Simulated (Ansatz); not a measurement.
A (111) slab of Ca (Fm-3m (No. 225)), 4 planes, outer planes Ca (top) and Ca (bottom), with 4 atoms (Ca4) in a surface cell of A = 13.428 Å², as cut from the bulk:

```
CELL_PARAMETERS angstrom
3.93775 0.00000 0.00000
-1.96887 3.41019 0.00000
0.00000 0.00000 24.64548
ATOMIC_POSITIONS crystal
Ca 0.66667 0.33333 0.30432
Ca 0.33333 0.66667 0.43477
Ca 0.00000 0.00000 0.56523
Ca 0.66667 0.33333 0.69568
```

Level of theory: DFT r2SCAN, scalar-relativistic, plane waves, PAW in Ansatz 0.2.0. Cutoff 500 eV; k points 9×9×1 on the computed 4-atom cell (Γ-centred); Gaussian smearing, width 0.10 eV; no spin polarisation.

Against the same 4 atoms in the bulk, the slab as cut lies 0.870 eV higher and the relaxed slab 0.864 eV higher.

Q: Work out the surface energy before and after relaxation.

A: The slab has two faces, so γ = (E_slab − N·E_bulk)/(2A), the mean of both. As cut: 0.870/(2 × 13.428) = 0.0324 eV/Å², and 1 eV/Å² = 16.02 J/m², so γ = 0.52 J/m². Relaxed: 0.864/(2 × 13.428) = 0.0322 eV/Å² = 0.52 J/m². Relaxation recovers 0.7 % of the cost of cutting.

Q: A cut through this plane breaks about 3 nearest-neighbour bonds a surface cell. What does each broken bond cost, before relaxation?

A: One cut makes two faces and costs 2γA = 0.870 eV, shared by 3 bonds: 0.29 eV a bond. In a metal this is less than the cohesive energy a bond, since the bonds that remain at the surface strengthen.

Q: What is the ideal work of this cut, per area?

A: Griffith's ideal work is 2γ: 1.04 J/m² if the new faces stay rigid, 1.03 J/m² if they relax. One thickness was run, 4 planes, so γ can still shift with it.